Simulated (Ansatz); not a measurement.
C4H7N, SMILES `C1=NCCC1`. Charge 0, multiplicity 1. The structure was optimised at the PBE0-D4/def2-TZVP level.

```xyz
12

C    -0.509    0.126    1.293
N    -1.474    0.110    0.475
C    -0.936    0.052   -0.881
C     0.563   -0.269   -0.755
C     0.872    0.081    0.704
H    -0.694    0.197    2.363
H    -1.487   -0.689   -1.464
H    -1.117    1.022   -1.357
H     1.177    0.283   -1.468
H     0.736   -1.333   -0.929
H     1.520   -0.641    1.206
H     1.350    1.062    0.814
```

(1) What is the dipole moment at B3LYP/def2-TZVPP? (Estimate.)

(2) And with PBE, r2SCAN, ωB97M-V? (Best estimate.)

(3) Give the Mulliken charges with B3LYP, r2SCAN, ωB97M-V in def2-TZVPP. (Best estimate.)

Results:

(1) Computed: 2.19 D, with components (2.17, -0.03, -0.27) D in this frame, pointing from negative to positive charge.

(2) Computed: PBE 2.11 D, r2SCAN 2.17 D, ωB97M-V 2.21 D.

(3) The calculation gave: 
| atom | B3LYP | r2SCAN | ωB97M-V |
| --- | --- | --- | --- |
| C1 | -0.08 | -0.01 | -0.06 |
| N2 | -0.21 | -0.27 | -0.20 |
| C3 | 0.00 | 0.11 | -0.06 |
| C4 | -0.16 | -0.08 | -0.22 |
| C5 | -0.09 | 0.00 | -0.14 |
| H6 | 0.11 | 0.06 | 0.11 |
| H7 | 0.07 | 0.03 | 0.09 |
| H8 | 0.07 | 0.03 | 0.09 |
| H9 | 0.07 | 0.03 | 0.09 |
| H10 | 0.07 | 0.03 | 0.10 |
| H11 | 0.07 | 0.03 | 0.09 |
| H12 | 0.07 | 0.04 | 0.10 |

B3LYP here is the variant with VWN-RPA as its local correlation; programs differ in this.
